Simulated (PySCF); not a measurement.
Gas-phase reaction: 3 CH₃SiHCl₂ + 2 CH₃C(CH₃)₂CH₃ ⇌ 3 (CH₃)₃SiCl + C + 3 CH₃Cl

Method: PySCF energies (xtb for GFN2) plus ideal-gas RRHO corrections (1 bar). † marks an energy on the PBE0/def2-TZVP geometry and frequencies; other levels use their own. MP2 freezes the core. 6-31G* has spherical d functions here. Open shells (unrestricted): C (multiplicity 3, electronic degeneracy 9); the rest are closed-shell singlets. GFN2 has no spin-polarisation term. Spin-orbit splitting is ignored; it lowers the true energy and changes the entropy of C. MP2 isn't extrapolated to the basis-set limit; its ΔH°(298 K) is 1024.2 kJ in def2-SVP and 967.1 kJ in def2-TZVPP. The harmonic model lacks anharmonicity and excited electronic states, which grow with temperature; levels with a mode under 35 cm⁻¹ are left out. Internal rotation in CH₃SiHCl₂, CH₃C(CH₃)₂CH₃, (CH₃)₃SiCl is treated as a harmonic vibration of one conformer, which makes the entropy rough.

| level | ΔE electronic, kJ | ΔH°(298 K), kJ | ΔS°(298 K), J/K | ΔG°(1800 K), kJ |
|---|---|---|---|---|
| GFN2-xTB | 1504 | 1483 | 363 | 824 |
| HF/6-31G* | 757 | 731 | 354 | 76 |
| MP2/def2-SVP† | 1047 | 1024 | 348 | 383 |
| MP2/def2-TZVPP† | 990 | 967 | 348 | 326 |
| PBE0/def2-SVP† | 1015 | 992 | 348 | 351 |
| PBE0/def2-TZVP | 959 | 936 | 348 | 295 |
| ωB97M-V/def2-TZVP† | 954 | 932 | 348 | 291 |
| ωB97X-V/def2-TZVP† | 960 | 937 | 348 | 296 |
ΔH° is lowest at HF/6-31G* and highest at GFN2-xTB. No reference value is set beside these.
